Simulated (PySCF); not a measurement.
Compound: C3H3F3.
Z-matrix (Å and degrees, PBE0-D3(BJ)/def2-TZVP geometry), rows numbered from 1:
```
C 
C   1  1.3204
C   2  1.4918  1  123.25
F   3  1.3354  2  113.07  1     0.30
F   3  1.3422  2  111.02  1   121.07
F   3  1.3424  2  110.97  1  -120.43
H   1  1.0828  2  120.90  3   179.96
H   1  1.0832  2  121.42  3    -0.03
H   2  1.0843  1  122.66  3  -179.93
```

Level: wB97X-D/pcSseg-2 in PySCF, non-relativistic, on one gas-phase PBE0-D3(BJ)/def2-TZVP geometry that isn't relaxed in the solvent. The solvent is an IEF-PCM continuum (van der Waals radii × 1.2). Specific hydrogen bonds and non-electrostatic terms are outside this model.

Gas phase at wB97X-D/pcSseg-2: HOMO -10.72 eV, LUMO 0.98 eV, dipole 2.45 D.

What does the continuum do to the energy, the frontier levels and the dipole at wB97X-D/pcSseg-2 in chloroform?

```json
{"solvent": "chloroform", "ε": "4.711", "E(solvent) − E(gas) (kcal/mol)": "-2.08", "polarisation term (kcal/mol)": "-2.27", "distortion of the solute (kcal/mol)": "0.19", "HOMO (eV)": "-10.50", "LUMO (eV)": "1.21", "dipole (D)": "2.81"}
```

The first energy column is the sum of the next two and covers electrostatics alone.

Which radius a makes the point-dipole formula ΔE = −[(ε − 1)/(2ε + 1)]·μ²/a³ give the value in chloroform, with the gas-phase dipole?

μ = 0.963 au and |ΔE| = 0.00331 Eh give a = 2.45 Å; the farthest nucleus lies 2.38 Å from the centroid of the nuclei. The formula assumes a rigid point dipole at the centre of a sphere.

Hardware: one thread of an Arm Neoverse V1, shared host with 32 logical CPUs at a one-minute load of 26. Cost: 29 s, 1.2 GiB resident at most. This is the whole shielding run at wB97X-D/pcSseg-2 in chloroform, SCF included.

wB97X-D is run here without its empirical dispersion term; that term would change no orbital, density or response property at a fixed geometry.
